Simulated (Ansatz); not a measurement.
Scan of [H···H···NH], triplet

Starting geometry:

```yaml
atoms:
  - { symbol: H, position_ang: [-1.8409, 0.0594, 0.0000] }
  - { symbol: H, position_ang: [-1.0959, 0.0594, 0.0000] }
  - { symbol: N, position_ang: [0.1791, 0.0594, 0.0000] }
  - { symbol: H, position_ang: [0.4482, -0.9448, 0.0000] }
```

From there H2 is moved from one fragment to the other while all else, the fragments' distance too, stays fixed; atoms are numbered as listed. Energies are in kcal/mol, counted from the starting geometry at the same level.

Basis cc-pVTZ; Ansatz 0.2.0. Only valence electrons are correlated (noble-gas cores frozen). Prefix R: restricted or restricted open-shell reference; prefix U: unrestricted. Active spaces: valence = (8e, 7o) chosen from the atoms' valence shells.

Runs in a small pair space aren't shown, since their orbitals change along the scan.

Full CI isn't at hand for all of this; UCCSDT(Q) serves as the reference, and is uncertain by about the last step of the cluster series. The frozen core follows each run's orbitals, which can shift R against U totals by a few meV.

```tsv
distance H1-H2 (Å)	UCCSDT(Q)	error RHF	error RCCSD(T)	error RCCSDT	error RCCSDT(Q)	error MRCISD (valence space)	error MRCISD+Q (valence space)
0.745	0.0	0.0	0.0	0.0	0.0	0.0	0.0
0.779	-0.3	1.9	0.0	0.0	0.0	0.1	0.0
0.846	-0.3	5.0	0.0	0.0	0.0	0.1	0.0
0.913	-0.1	4.6	0.0	0.0	0.0	0.1	0.1
0.980	0.7	1.4	0.0	0.0	0.0	0.0	0.1
```

Errors are those of relative energies. In total energy the starting point itself misses UCCSDT(Q) by: RHF 144.5, RCCSD(T) 0.5, RCCSDT 0.2, RCCSDT(Q) 0.0, MRCISD (valence space) 6.3, MRCISD+Q (valence space) 1.0 kcal/mol.

Spread of the error over the points with a reference, to 0.980 Å (largest less smallest): RCCSDT(Q) 0.0, RCCSDT 0.0, RCCSD(T) 0.1, MRCISD+Q (valence space) 0.1, MRCISD (valence space) 0.1, RHF 5.0 kcal/mol.
